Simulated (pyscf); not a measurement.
Optimised with ωB97X-D3(BJ)/def2-SVP in PySCF. Correlated levels are frozen-core, on RHF or UHF. ΔMP2 is the change of the MP2 total energy from the triple- to the quadruple-zeta basis.

**Question.** What are the homolytic bond dissociation enthalpies (298 K) of `[CH3][CH2][SeH]` at CCSD(T)/def2-TZVPP + ΔMP2(QZVPP), weakest first?

**Answer.** C–Se to •H₂C–CH₃ + SeH•: 66.4 kcal/mol; H–Se to H₃C–CH₂–Se• + H•: 79.5 kcal/mol; C–C to CH₃• + •H₂C–SeH: 85.4 kcal/mol; C–H to H₃C–CH•–SeH + H•: 95.9 kcal/mol; C–H to •H₂C–CH₂–SeH + H•: 99.2 kcal/mol. Ring and multiple bonds, and those that leave no two simple radicals, are not listed. •H₂C–SeH lies 23.0 kcal/mol over its isomer H₃C–Se•, and others may lie lower still (electronic energy, ωB97M-D3(BJ)). •H₂C–CH₂–SeH lies 24.8 kcal/mol over its isomer H₃C–CH₂–Se•, and others may lie lower still (electronic energy, ωB97M-D3(BJ)). Other isomers of •H₂C–CH₃, H₃C–CH₂–Se• were not searched in full and may lie lower. The CCSD(T) − MP2 part came from Ansatz, without density fitting, on the same reference. The frozen core leaves the outer d or s,p core shells of the metals and heavy elements correlated in the MP2 and CC values, and def2-TZVPP describes them poorly, which can shift differences by a few kcal/mol. Left out: the spin-orbit lowering of SeH, which is large for Br, Se, Te and I. Elements up to Kr have no core potential and no relativistic terms here.
